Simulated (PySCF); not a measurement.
**Relative stability**

The two ends of one reaction step of SiNH₇O, singlet (PBE0-D4/def2-TZVP).

A:

```
atom    x (Å)    y (Å)    z (Å)
 Si1   0.1668   0.7093   0.5429
  H2   1.3910  -0.1360   0.5316
  H3  -0.1086   1.3808  -0.7449
  H4  -0.9960  -0.0410   1.0891
  O5   0.4542   2.0062   1.5497
  H6  -0.2417  -2.1784  -0.7844
  N7  -0.3250  -1.2663  -1.2166
  H8   0.6573   1.8085   2.4640
  H9  -1.2624  -1.1898  -1.5922
 H10   0.3209  -1.2362  -1.9960
```

B:

```
atom    x (Å)    y (Å)    z (Å)
 Si1  -0.6126   0.9357  -0.3215
  H2   1.1869  -1.8693   1.8700
  H3  -0.7073   2.1580  -1.1556
  H4  -1.9439   0.5528   0.2212
  O5   0.4436   1.3854   0.8563
  H6   0.9889  -1.6856   1.1717
  N7  -0.0837  -0.4553  -1.1675
  H8   0.7234   0.6934   1.4586
  H9  -0.7184  -1.2120  -1.3567
 H10   0.6889  -0.4407  -1.8124
```

Computed with PySCF 2.14 with density fitting (its default auxiliary sets; JK sets also for MP2 and CCSD(T)) (basis: def2-TZVPP); correlated methods freeze the cores. B3LYP uses VWN-RPA correlation.

(1) Which structure is lower at CCSD(T), and by how much? (Judge from chemistry; the value comes from the calculation.)

T1 diagnostic: at most 0.011.

Results:

(1) Computed: B, by 7.34 kcal/mol (electronic energy, against the other). By their contacts, A is a complex of SiH₄O ([OH][SiH3]) + NH₃ and B is a complex of SiNH₅O ([NH2][SiH2][OH]) + H₂.

All methods give the same order:

| method | E(B) − E(A) (kcal/mol) |
| --- | --- |
| SPW92 | -5.70 |
| PBE-D4 | -6.68 |
| r2SCAN-D4 | -8.30 |
| PBE0-D4 | -6.72 |
| B3LYP-D4 | -8.04 |
| BHLYP-D4 | -7.97 |
| wB97M-V | -7.54 |
| HF | -8.18 |
| MP2 | -8.75 |
| CCSD | -7.18 |
| CCSD(T) | -7.34 |

Labels in which every atom is bracketed show which atoms are joined, not bond orders.

For scale, one of the runs: CCSD(T)/def2-TZVPP, 202 basis functions, launched by `OMP_NUM_THREADS=4 python run.py`. Hardware: 4 CPU threads of an Intel Xeon 6975P-C, shared host. Wall time 2.3 min; peak host memory 2.5 GiB.
